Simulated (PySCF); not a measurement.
All values below come from B3LYP-D3(BJ)/def2-TZVP (PySCF). All species are isolated molecules in the gas phase. B3LYP has the VWN-RPA correlation part, as in Gaussian. 

Reference species (SMILES): `N#C` (neutral, multiplicity 1).

- HOMO–LUMO gap: 10.15 eV
- LUMO: -0.02 eV
- S1 oscillator strength: 0.000
- dipole moment: 3.03 D

Changed species: `N#[C][AlH2]` (X = AlH2; the reference has X = H).

Task: What does the change do to the HOMO–LUMO gap, LUMO, S1 oscillator strength and dipole moment?

Result: the HOMO–LUMO gap falls by 3.88 eV, to 6.27 eV; the LUMO drops by 2.77 eV, to -2.79 eV; the S1 oscillator strength hardly moves; the dipole moment rises by 0.38 D, to 3.41 D.
